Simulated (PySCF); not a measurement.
# Dipole moment and polarisability of N-allylmethylamine

N-allylmethylamine, C4H9N.
Geometry (GFN2-xTB, Å), atoms numbered from 1 in this order:
```xyz
14
C4H9N angstrom
C      2.3062    0.2628   -0.0480
C      1.0528    0.5698    0.2281
C      0.1747   -0.2312    1.1483
N     -0.9463   -0.8927    0.4948
C     -1.9822   -0.0038    0.0108
H      2.9033    0.8459   -0.7292
H      2.7936   -0.5843    0.4079
H      0.5853    1.4258   -0.2412
H      0.7690   -1.0093    1.6361
H     -0.2421    0.4226    1.9219
H     -0.5992   -1.4691   -0.2667
H     -2.8076   -0.6084   -0.3636
H     -1.6642    0.6786   -0.7901
H     -2.3439    0.5929    0.8488
```

Level: wB97X-D/def2-SVPD (PySCF), static field, nuclei fixed, core orbitals frozen in the response. The polarisability tensor in these axes (au):

```
x   75.24 -0.22 -2.28
y   -0.22 51.99 -1.76
z   -2.28 -1.76 51.52
```

Task: What are the eigenvalues, a third of the trace, and Δα (Δα² = ½Σ(αi − αj)² over the three pairs)?

Result: Principal values 49.84, 53.45 and 75.46 au; mean 59.59 au = 8.83 Å³ = 9.82 × 10⁻⁴⁰ C²·m²/J; Δα = 24.01 au (40 % of the mean).

Task: What is the dipole moment, and where does it point?

Result: (0.23, 0.49, -0.72) D, 0.90 D in size, pointing from the negative to the positive side. Measured along this direction, the outermost atoms are H9 at the negative end and H6 at the positive end.

Task: Find the Langevin capture rate constant for H3O+ (19.018 u) meeting this molecule (71.073 u), k = 2.342 × 10⁻⁹ cm³/s × √(α in Å³ / reduced mass in u).

Result: The reduced mass is 15.00 u, so k = 1.80 × 10⁻⁹ cm³/s. The formula leaves out the permanent dipole, which adds to the capture rate.

Task: Traceless (Buckingham) quadrupole moment about the centre of nuclear charge: eigenvalues?

Result: -4.08, 0.65, 3.43 D·Å. The values depend on the origin, since the dipole doesn't vanish. The electronic extent ⟨r²⟩ about the same centre is 544 bohr², a root-mean-square distance of 1.95 Å for the 40 electrons.

Task: Orientational against electronic polarisability at 273 K (dilute gas, rigid molecules)?

Result: In Gaussian units μ²/3kT = 7.16 Å³ against 8.83 Å³, a ratio of 0.81; the Debye molar polarisation (4π/3)N_A(α + μ²/3kT) is 40.3 cm³/mol, leaving out the vibrational part.

Task: Form Σ f/ω² (atomic units) for the 8 lowest TDDFT singlets, given as eV and f, and set it beside the mean polarisability, which is this sum over all singlets: 5.85, 0.0396; 6.56, 0.0045; 7.18, 0.0123; 7.46, 0.0073; 7.62, 0.0568; 7.66, 0.4293; 8.02, 0.0254; 8.15, 0.0396.

Result: They add up to 8.08 au, 13.6 % of the 59.59 au; the largest single term is 5.42 au, from the state at 7.66 eV. Terms in order: 0.86, 0.08, 0.18, 0.10, 0.73, 5.42, 0.29, 0.44 au. Higher excitations give the rest. The strengths listed sum to 0.615.

Geometry: GFN2-xTB, one conformer, isolated molecule.

The run behind these numbers computed excited states as well. Hardware: Arm Neoverse V1, one thread, no GPU, on a shared host. Cost: 20 s wall.
